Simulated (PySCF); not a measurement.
# C4H10N2: core ionisation energies

Piperazine, C4H10N2.
Cartesian coordinates in Å at the PBE0-D3(BJ)/def2-SVP level; atoms count from 1:
```
atom  x, y, z in Å
C1    -1.3442    0.3712   -0.2970
C2    -0.3464    1.3421    0.3347
N3     1.0352    1.0207    0.0200
C4     1.3442   -0.3712    0.2970
C5     0.3464   -1.3421   -0.3347
N6    -1.0352   -1.0207   -0.0200
H7    -1.3341    0.5106   -1.3951
H8    -2.3736    0.5878    0.0347
H9    -0.4609    1.3078    1.4352
H10   -0.5560    2.3816    0.0313
H11    1.2134    1.2182   -0.9638
H12    2.3736   -0.5878   -0.0347
H13    1.3341   -0.5106    1.3951
H14    0.4609   -1.3078   -1.4352
H15    0.5560   -2.3816   -0.0313
H16   -1.2134   -1.2182    0.9638
```

Computed with delta-SCF UKS SCAN, pcX-2 on the ionised atom, pcseg-1 elsewhere, spin-free X2C in PySCF 2.14.0. Binding energies are ΔSCF values: E(core-ionised, relaxed orbitals) − E(ground state) at a fixed geometry, referred to the vacuum level.

List the computed XPS lines with their assignment.

```tsv
atom(s)	bonded to	level	binding energy (eV)	count
C1/C2/C4/C5	N, C and 2 H	C 1s	291.14	4
N3/N6	2 C and H	N 1s	404.66	2
```

Give the binding energy of N 1s of N3/N6 in hartree and in kJ/mol.

404.66 eV = 14.8710 Eh = 39044 kJ/mol.

The first atom of each set that the bonding makes equivalent was ionised and stands for the set. One conformer (not necessarily the lowest) at the PBE0-D3(BJ)/def2-SVP geometry, without solvent, vibrations or thermal averaging.
